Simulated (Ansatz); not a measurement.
# NPSi: the cost of one run

Computed with Ansatz 0.2.0, Gaussian basis. Level: def2-TZVPP, core rule «outside noble gas», up to 11 orbitals frozen.

To be run: UHF; ROHF; CCSD(T) on UHF.

2 further runs of the same task are left out: 2 set aside as unsound or not needed.

### Step 1. What is computed

The geometry is a PBE0/def2-TZVP stationary point (not a proven minimum) of the parent state, kept for this charge and spin.

3 atoms, charge 1, spin multiplicity 2.

Atoms are counted from 1 here; the program's logs count them from 0.

Bond lengths: P1–N2 1.590 Å, N2–Si3 1.609 Å. Angles: P1–N2–Si3 180.0°.

As a file:

```xyz
3

P     0.0000    0.0000   -1.5966
N     0.0000    0.0000   -0.0064
Si    0.0000    0.0000    1.6030
```

### Step 2. UHF

The input, in.yaml:

```yaml
crystal:
  periodic: [false, false, false]
  atoms:
    - {symbol: P, position_ang: [0.000000, 0.000000, -1.596600]}
    - {symbol: N, position_ang: [0.000000, 0.000000, -0.006400]}
    - {symbol: Si, position_ang: [0.000000, 0.000000, 1.603000]}
basis:
  gaussian: {orbitals: def2-TZVPP}
total_charge: 1
magnetization: {spin_polarized: true, initial_magnetization: 1}
hamiltonian: {xc: hf}
output: {orbitals: {seedname: orbitals}}
```

Launch:

```bash
> ansatz run in.yaml --threads 1 --pin off --events-out ev --progress --plain --max-ram 2560MiB --backend cpu
```

Q: Estimate wall time and peak memory on 1 thread of AMD EPYC 7R13, shared host.

About 6.5 s, with a peak of 0.32 GiB.
